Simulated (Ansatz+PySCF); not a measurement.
## doublet H2O2(+): levels of theory in one basis

```tsv
atom	x (Å)	y (Å)	z (Å)
O	0.0099	0.4212	0.5016
O	0.0013	-0.4255	-0.4938
H	-0.0067	-0.1613	1.3218
H	0.0040	0.1667	-1.3209
```

Basis set: cc-pVTZ (spherical functions). Left uncorrelated: 2 orbitals. Correlation on ROHF uses semicanonical orbitals with singles. Charge 1, multiplicity 2.

Computed with Ansatz (development build ahead of 0.2.0) and PySCF 2.14.0; the reference of a correlated method needn't be the lowest determinant of its kind.

```tsv
method	E − E(ROHF) (eV)	<S²> of the determinant
ROHF	0.00	0.75
UHF	-0.30	0.77
ROHF-MP2	-13.15	–
UHF-MP2	-13.09	0.77
ROHF-CCSD(T)	-13.77	–
UHF-CCSD(T)	-13.78	0.77
```

Q: What does UHF-CCSD give on the same scale?

A: -13.27 eV.

Caution for ROHF-MP2, UHF-MP2: forces differ strongly between restricted and unrestricted references. Caution for ROHF-MP2: MP2 forces lie far from those of the mean fields; another reference gives a lower total. Caution for UHF-MP2: MP2 on this radical cation hangs on the determinant chosen. Caution for ROHF-CCSD(T): the determinant is a saddle point.
